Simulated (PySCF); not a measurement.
Compound: F2BO (doublet state).
Atom-mapped SMILES: `[O:1][B:2]([F:3])[F:4]`

Computed by this run: PySCF, PBE0-D3(BJ)/def2-TZVP geometry optimisation, gas phase; unrestricted, density fitting, grid level 2; the optimiser is geomeTRIC in internal coordinates, started from a GFN2-xTB structure.

Step 0: E = -8154.4766 eV
```
atom  x, y, z in Å  |  force x, y, z in eV/Å
O1      1.1765   -0.6079    0.0819    2.986  -1.547   0.225
B2      0.0391   -0.0179   -0.0030   -4.415   2.300  -0.330
F3     -1.1177   -0.6819   -0.0831    0.781  -0.242   0.057
F4     -0.0876    1.3124   -0.0186    0.648  -0.511   0.047
```

Problem. Estimate the geometry and energy of step 1. (The exact step hangs on the optimiser's Hessian estimate; all steps are aligned on step 0, rigid shifts and turns removed.)

Solution. E = -8154.4148 eV, largest force 4.095 eV/Å
```
atom  x, y, z in Å  |  force x, y, z in eV/Å
O1      1.1120   -0.6983    0.0774    0.297   1.084   0.024
B2     -0.0044    0.1021   -0.0060    0.686  -4.037   0.055
F3     -1.0172   -0.7598   -0.0757   -0.819   0.757  -0.063
F4     -0.0802    1.3608   -0.0186   -0.164   2.196  -0.017
```

The energy changes by +0.0618 eV. The first-order estimate −F·Δx gives -0.4928 eV and the mean of the old and new forces, exact on a quadratic surface, +0.0877 eV. The step makes an angle of 68° with the force vector and moves no atom by more than 0.128 Å. The energy falls at the start of this step and ends higher, so the step passed the lowest point of its straight line.

The cost below is that of the whole optimisation. Time: 37 s wall; peak memory 0.46 GiB. Hardware: an Arm Neoverse V1 with one thread, no GPU, shared host with 32 logical CPUs at a one-minute load of 17.
